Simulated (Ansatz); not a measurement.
Program: Ansatz. Geometries: PBE0-D4/def2-TZVP. ΔE: electronic, gas phase. CCSD(T)/CBS is the MP2 limit (def2-TZVPP, def2-QZVPP) plus CCSD(T) − MP2 in def2-TZVPP, frozen cores. This one scheme is used for every species. DFT in def2-TZVPP. Each species was taken in one conformer, which may not be the lowest.

`C/C(=C/F)CF` + H₂ → `C=C(C)CF` + H–F  (hydrogenolysis of a C–F bond)

`C/C(=C/F)CF`:

Z-matrix (Å, degrees):
```
C
C 1 1.493
H 1 1.092 2 110.5
H 1 1.091 2 111.6 3 -120.7
H 1 1.095 2 110.8 3 118.6
C 2 1.324 1 120.8 3 121.4
C 2 1.491 1 117.6 3 -59.1
F 6 1.340 2 122.9 1 -179.8
H 6 1.084 2 125.0 1 0.8
F 7 1.389 2 110.0 1 55.5
H 7 1.096 2 110.6 1 -62.3
H 7 1.090 2 111.8 1 175.6
```

H₂:

Z-matrix (Å, degrees):
```
H
H 1 0.746
```

`C=C(C)CF`:

```xyz
12

C    -0.375    0.840    1.237
C    -0.049    0.098    0.187
C     0.329   -1.345    0.272
C    -0.031    0.653   -1.200
F    -0.379    1.983   -1.247
H    -0.382    0.419    2.235
H    -0.642    1.883    1.126
H    -0.346   -1.968   -0.325
H     0.296   -1.699    1.303
H     1.340   -1.514   -0.114
H    -0.731    0.099   -1.838
H     0.971    0.551   -1.636
```

H–F:

Z-matrix (Å, degrees):
```
F
H 1 0.920
```

| species | r2SCAN0-D4 energy (Eh) |
| --- | --- |
| `C/C(=C/F)CF` | -355.62115 |
| H₂ | -1.17055 |
| `C=C(C)CF` | -256.39326 |
| H–F | -100.43391 |

(1) Work out ΔE.

(2) What do rigid-rotor, harmonic-oscillator terms from PBE0-D4/def2-TZVP frequencies (298.15 K, 1 bar) make of the CCSD(T)/CBS value? (Best estimate.)

Largest T1 diagnostic among the species: 0.011.

## Answers

(1) ΔE = (-256.39326) + (-100.43391) − (-355.62115) − (-1.17055) = -0.03547 Eh = -93.1 kJ/mol. CCSD(T)/CBS gives -102.9 kJ/mol.

(2) Ansatz gave: ΔZPE = +16.8 kJ/mol, ΔH = -88.1 kJ/mol, ΔS = 22 J/(mol·K), ΔG = -94.6 kJ/mol.

Leaving LDA and LC-ωPBE aside and taking each functional with its dispersion term where it has one, the values, not all of them listed here, spread over 21.1 kJ/mol, from PBE-QIDH to BLYP-D4. LDA lies +3.1 kJ/mol from PBE without D4. From BLYP to BHLYP (50 % exact exchange), in def2-TZVPP and without D4, ΔE moves by −15.3 kJ/mol. At CCSD(T), def2-SVP lies +19.3 kJ/mol from the extrapolated value and def2-TZVPP +4.0 kJ/mol.
